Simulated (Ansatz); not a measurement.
Reaction: C2H7N (ethanamine, SMILES CCN) → C2H6N (SMILES C[CH]N, doublet) + H (doublet) (the C-H bond breaks)
Each species at its own B3LYP-D3(BJ)/def2-TZVP minimum (Ansatz, a quantum-chemistry and plane-wave program), one conformer.

Total energies in hartree (Ansatz). UHF or UKS for unpaired electrons; spin-orbit terms are left out. Cores are frozen in correlated methods. No relativity. For partners of very few electrons the exact lower level stands in for a higher one.

```csv
species,HF/cc-pVTZ,CCSD(T)/cc-pVTZ,HF/cc-pVQZ,CCSD(T)/cc-pVQZ,CCSD(T)/cc-pVDZ,CCSDT(Q)/cc-pVDZ
"1: C2H7N (ethanamine, SMILES CCN)",-134.30393,-134.93930,-134.31373,-134.98187,-134.78754,-134.78911
"2: C2H6N (SMILES C[CH]N, doublet)",-133.68308,-134.28200,-133.69307,-134.32395,-134.13481,-134.13648
3: H (doublet),-0.49981,-0.49981,-0.49995,-0.49995,-0.49928,-0.49928
```

**Question.** Work out the bond dissociation energy (electronic) in kcal/mol: take Hartree-Fock from cc-pVQZ, extrapolate the CCSD(T) correlation energy as X^-3 (X = 3, 4), and add CCSDT(Q) - CCSD(T) in cc-pVDZ. 1 hartree = 627.51 kcal/mol.

**Answer.** 
Species 1: correlation (64·(-0.66814) - 27·(-0.63537))/37 = -0.69205; step -0.00157; E1 = -134.31373 + (-0.69205) + (-0.00157) = -135.00735
Species 2: correlation (64·(-0.63088) - 27·(-0.59892))/37 = -0.65420; step -0.00167; E2 = -133.69307 + (-0.65420) + (-0.00167) = -134.34894
Species 3: correlation (64·(0.00000) - 27·(0.00000))/37 = 0.00000; step +0.00000; E3 = -0.49995 + (0.00000) + (+0.00000) = -0.49995
-1·E1 +1·E2 +1·E3 = 0.15846 hartree = 99.4 kcal/mol.
